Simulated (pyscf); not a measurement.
A first-order saddle from PySCF, ωB97X-D3(BJ)/def2-SVP:

```xyz
7

Cl    -0.9652     0.3563     1.9447
Ti    -0.2838    -0.1109    -0.5324
Cl     1.3386     1.3008    -0.3652
Cl    -2.1903     0.6358    -1.2107
Cl     0.3443    -1.4365    -2.1099
H     -0.6056    -0.8789     1.4106
H     -0.2451    -1.5403     0.4258
```
Charge 0, spin multiplicity 1.

Surface: singlet, charge 0. Lowest wavenumbers (cm⁻¹): 337i, 99, 99, 142, 146.

Task: Name the species on either side of this saddle.

Result: `[Cl][Ti]([Cl])([Cl])[Cl]` + `[H][H]` ⇌ `[ClH]` + `[Cl][TiH]([Cl])[Cl]`, a four-centre exchange read from left to right: Cl–Ti, H–H broken and Cl–H, H–Ti formed. At ωB97M-D3(BJ)/def2-TZVP it lies +40.0 kcal/mol from the left side and +5.3 kcal/mol from the right (each side as separated species at their lowest minima found). On the product side the descent ends in an adduct with a Cl–Ti contact, 3.1 kcal/mol under the separated species and 4.1 kcal/mol under the saddle at ωB97X-D3(BJ)/def2-TZVP. What is counted as broken (Cl–Ti) persists as a longer contact in the product adduct; parting that adduct is a step of its own. This is the saddle that the search found; another between the same sides may lie lower.
